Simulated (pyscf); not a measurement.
## Multi-bond step: HO–Si(F)(F)–F + hydrogen fluoride (HF) + water (H₂O) → silicon tetrafluoride (F–Si(F)(F)–F) + water (H₂O) + water (H₂O)

Gas phase, singlet surface, charge 0. Bonds broken: Si2–O5, H7–F8, H9–O10. Bonds formed: Si2–F8, O5–H9, H7–O10. Optimised with ωB97X-D3(BJ)/def2-SVP in PySCF.

Transition state (Å):

```xyz
11

F     -1.2166    -0.5037     1.5484
Si    -1.2402    -0.6822    -0.0819
F     -0.9401    -2.0861    -0.8221
F     -2.8800    -0.8241    -0.2014
O     -1.3077     0.9036    -0.7982
H     -2.2246     1.1272    -1.0084
H      0.7060     0.8576     0.4755
F      0.5167    -0.4112    -0.0494
H     -0.4666     1.7067     0.0179
O      0.3420     1.8187     0.7139
H     -0.0606     1.6926     1.5911
```

One imaginary mode, 224i cm⁻¹; descent along it reached the two sides named, in the forms told below.

| bond | change | reactant side (Å) | saddle | product side |
|---|---|---|---|---|
| Si2–O5 | breaks | 1.673 | 1.741 | 1.999 |
| H7–F8 | breaks | 1.021 | 1.386 | 2.367 |
| H9–O10 | breaks | 0.979 | 1.073 | 1.652 |
| Si2–F8 | forms | 2.019 | 1.778 | 1.627 |
| O5–H9 | forms | 1.957 | 1.421 | 1.001 |
| H7–O10 | forms | 1.391 | 1.055 | 0.969 |

Electronic energies relative to the separated reactants (kcal/mol):

```tsv
level	barrier	reaction energy	reverse barrier
ωB97X-D3(BJ)/def2-TZVP	-7.2	-7.0	-0.2
PBE/def2-TZVP	-9.7	-7.8	-2.0
r²SCAN/def2-TZVP	-12.4	-7.9	-4.5
B3LYP-D3(BJ)/def2-TZVP	-7.3	-7.5	0.2
PBE0-D3(BJ)/def2-TZVP	-9.9	-6.9	-3.1
M06-2X/def2-TZVP	-10.4	-6.7	-3.7
ωB97M-D3(BJ)/def2-TZVP	-7.5	-7.4	-0.1
HF/def2-TZVP	13.7	-7.7	21.4
```

With ωB97M-D3(BJ)/def2-TZVP energies and thermal terms (ideal gas, 1 atm, RRHO with modes under 100 cm⁻¹ raised to 100, one conformer, R ln 2 for rigid chiral ones), in kcal/mol:

```
T (K)   ΔH‡   ΔG‡    ΔH    ΔG
-----  ----  ----  ----  ----
298    -5.3  17.5  -6.8  -5.5
600    -5.8  40.9  -7.4  -3.9
900    -5.1  64.1  -7.9  -2.0
1200   -3.8  87.0  -8.4   0.0
```

On the reactant side the descent ends in an adduct with a F–Si contact, 11.5 kcal/mol under the separated species and 4.2 kcal/mol under the saddle at ωB97X-D3(BJ)/def2-TZVP. On the product side the descent ends in an adduct with a O–Si contact, 14.2 kcal/mol under the separated species and 14.0 kcal/mol under the saddle at ωB97X-D3(BJ)/def2-TZVP. At ωB97X-D3(BJ), PBE, r²SCAN, B3LYP-D3(BJ), PBE0-D3(BJ), M06-2X, ωB97M-D3(BJ) the saddle lies under the separated reactants, which points to a path from their complex (located at ωB97X-D3(BJ) alone). At ωB97X-D3(BJ), PBE, r²SCAN, PBE0-D3(BJ), M06-2X, ωB97M-D3(BJ) the saddle lies under the separated products, which points to a path from their complex (located at ωB97X-D3(BJ) alone). What is counted as formed (F–Si) is already present as a longer contact in the reactant adduct; forming that adduct is a step of its own. What is counted as broken (O–Si) persists as a longer contact in the product adduct; parting that adduct is a step of its own. One saddle was located; it need not be the lowest between these sides.
